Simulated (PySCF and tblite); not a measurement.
Values are calculated unless marked as measured or tabulated.
C₄H₆O, numbered as in [O:1]=[CH:2][CH:3]1[CH2:4][CH2:5]1.

Search: ETKDG and KDG, MMFF94s, GFN2-xTB, 60 starts; geometries at PBE0-D3(BJ)/def2-SVP. Energies: B3LYP-D3(BJ)/def2-TZVP (IEF-PCM, chloroform), with GFN2-xTB thermal terms (modes under about 100 cm⁻¹ blended into free rotors). Symmetry numbers and mirror images are counted. Conformers within 3 kcal/mol (GFN2-xTB free energy) were kept, 3 at most. GIAO shieldings: PBE0/pcSseg-1 (IEF-PCM, chloroform). Shifts are against TMS (¹H), TMS (¹³C) at the same level; of two unlike H on one atom, a is the less shielded. Programs: PySCF with density fitting and tblite.

List the conformer-averaged shifts at 298.15 K.

¹H: 8.88 (H2, 1H), 1.67 (H3, 1H), 1.13 (H4a/H5a, 2H), 1.03 (H4b/H5b, 2H) ppm. ¹³C: 210.0 (C2), 26.2 (C3), 9.4 (C4/C5) ppm.

How do the conformers differ?

Torsions listed: O1–C2–C3–C4.
| conformer | shape | weight % |
| --- | --- | --- |
| 1 | -148° | 75.3 |
| 2 | 34° | 24.7 |

```csv
signal,1,2,average
H2,8.45,10.18,8.88
H3,1.56,1.99,1.67
H4a/H5a,1.13,1.11,1.13
H4b/H5b,1.01,1.10,1.03
C2,209.1,212.6,210.0
C3,26.8,24.3,26.2
C4/C5,7.2,16.1,9.4
```

Which signal moves most, for its nucleus, between 150 and 400 K through the change of populations alone?

H2: 8.60 ppm at 150 K, 8.71 ppm at 200 K, 8.80 ppm at 250 K, 8.88 ppm at 298.15 K, 8.99 ppm at 400 K.

Shifts are unscaled: against experiment ¹³C can be off by 15 ppm or more and ¹H by 0.8 ppm.
